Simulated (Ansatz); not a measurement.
Geometry optimisation, UKS PBE-D4/6-31G in Ansatz 0.2.0.

The input (input.yaml):

```yaml
crystal:
  periodic: [false, false, false]
  atoms:
    - { symbol: B, position_ang: [-1.78994, -0.14038, -0.61057] }
    - { symbol: Si, position_ang: [0.04623, 0.05062, -0.58523] }
    - { symbol: C, position_ang: [1.11572, -0.16896, 0.8294] }
    - { symbol: H, position_ang: [-2.93677, -0.02611, -0.53209] }
    - { symbol: H, position_ang: [0.80648, 0.40357, -1.79766] }
    - { symbol: H, position_ang: [2.04494, 0.37358, 0.91873] }
    - { symbol: H, position_ang: [0.71336, -0.49231, 1.77742] }
magnetization:
  spin_polarized: true
  initial_magnetization: 1
basis:
  gaussian: { orbitals: "6-31G" }
hamiltonian:
  xc: pbe
  dispersion: d4
relax:
  f_tol: 0.015
  max_steps: 40
```

Run as:

```bash
$ ansatz run input.yaml --threads 1 --pin off --max-ram 2048MiB --backend cpu --events-out ev --progress --plain --runs-dir out
```

**Question.** Where does it end, and by what steps?

**Answer.** The forces met the threshold. Limits of this set-up: no polarisation functions. After 23 steps the energy has fallen by 0.186 eV; H4 moved furthest, 0.43 Å.

| step | energy less start (eV) | largest force component (eV/Å) | accepted |
| --- | --- | --- | --- |
| 0 | 0.0000 | 0.974 | yes |
| 1 | -0.0875 | 1.272 | yes |
| 2 | -0.1175 | 0.479 | yes |
| 3 | -0.1366 | 0.447 | yes |
| 4 | -0.1429 | 0.163 | yes |
| 5 | -0.1442 | 0.081 | yes |
| 6 | -0.1406 | 0.114 | no |
| 7 | -0.1452 | 0.030 | yes |
| 8 | -0.1457 | 0.035 | yes |
| 9 | -0.1470 | 0.126 | yes |
| 10 | -0.1489 | 0.378 | yes |
| 11 | -0.1535 | 0.421 | yes |
| 12 | -0.1619 | 0.578 | yes |
| 13 | -0.1697 | 0.511 | yes |
| 14 | -0.1779 | 0.314 | yes |
| 15 | -0.1587 | 0.274 | no |
| 16 | -0.1801 | 0.185 | yes |
| 17 | -0.1778 | 0.391 | no |
| 18 | -0.1845 | 0.128 | yes |
| 19 | -0.1855 | 0.088 | yes |
| 20 | -0.1861 | 0.047 | yes |
| 21 | -0.1862 | 0.024 | yes |
| 22 | -0.1863 | 0.017 | yes |
| 23 | -0.1863 | 0.012 | yes |

```xyz
7
Properties=species:S:1:pos:R:3
B -1.813 0.130 -0.720
Si 0.121 0.035 -0.693
C 1.010 -0.103 0.840
H -2.815 -0.311 -0.234
H 0.919 0.488 -1.892
H 2.067 0.171 0.932
H 0.512 -0.409 1.766
```

Whether the end is a true minimum wasn't checked by a vibrational analysis.

Run time: 39 s on 1 thread of Intel(R) Xeon(R) Platinum 8375C CPU @ 2.90GHz (Ice Lake), on a shared host, peak memory 0.15 GiB.
